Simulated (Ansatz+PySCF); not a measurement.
A calculation with PySCF 2.14.0.

```python
from pyscf import gto, scf, cc

mol = gto.M(atom="""
Mg 0.000000 0.000000 0.000000
O 0.000000 0.000000 2.520000
""", basis='sto-3g', charge=0, spin=0)
mf = scf.RHF(mol)
mf.kernel()
mycc = cc.CCSD(mf, frozen=6).run()
et = mycc.ccsd_t()
print(mf.e_tot, mycc.e_corr, et, mycc.e_tot + et)
```

The script is written out from the run's settings.

Results

```yaml
Converged: yes
Reference_energy: -270.70221 hartree
CCSD_correlation_energy: -0.06868 hartree
Triples_correction: -0.00065 hartree
Total_energy: -270.77154 hartree
Spin_squared_of_the_determinant: 0.000
```

Caution: bonds are stretched, where a single reference can fail; an unrestricted determinant lies well below.
